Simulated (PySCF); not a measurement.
Molecule: `InChI=1S/C4H5N/c1-2-4-5-3-1/h1-5H`.

Geometry:
```csv
atom,x (Å),y (Å),z (Å)
C1,0.028,-1.187,0.139
C2,-1.114,-0.399,-0.173
C3,-0.698,0.914,-0.239
N4,0.644,0.939,0.020
C5,1.100,-0.327,0.252
H6,0.061,-2.267,0.268
H7,-2.130,-0.753,-0.331
H8,-1.251,1.827,-0.451
H9,1.214,1.773,0.039
H10,2.146,-0.520,0.477
```

Spin–spin couplings on one PBE0-D3(BJ)/def2-SVP geometry, PySCF 2.14.0 with density-fitted response routines, gas phase, non-relativistic, equivalent pairs averaged (spin–dipole term only in couplings to heteroatoms); isotopes 13C, 1H; basis pcJ-1.

Reference values (Hz): 1J(C3,H8) = 182.0 (measured; liquid or solution; F. J. Weigert, PhD thesis, Caltech 1968 (Carbon-13 magnetic resonance spectroscopy)); 1J(C2,H7) = 170.0 (measured; liquid or solution; F. J. Weigert, PhD thesis, Caltech 1968 (Carbon-13 magnetic resonance spectroscopy)); 2J(C2,H6) = 4.6 (measured; liquid or solution; F. J. Weigert, PhD thesis, Caltech 1968 (Carbon-13 magnetic resonance spectroscopy)).

Problem. How do the couplings (Hz) change with the functional? Times are CPU seconds on shared hosts with different chips, so compare them loosely.

Solution. 
```
functional  functions  1J(C3,H8)  1J(C2,H7)  2J(C2,H6)  mean abs. error  core-s
       LDA        185      151.8      142.0        4.7             19.5      17
       PBE        185      177.7      166.6        4.7              2.6      25
       KT2        185      192.3      179.9        5.2              6.9      25
     B3LYP        185      192.9      180.1        4.8              7.0      15
      PBE0        185      183.3      171.2        3.7              1.1      25
     B97-2        185      175.9      164.1        4.0              4.2      24
 BHandHLYP        185      206.1      191.9        3.1             15.8      11
 CAM-B3LYP        185      190.1      177.0        4.6              5.0      33
```

Errors compare magnitudes, without vibrational corrections, and the largest couplings weigh most in the mean. Closest: PBE0; furthest: LDA. Left out for a near triplet instability: HF/pcJ-1.
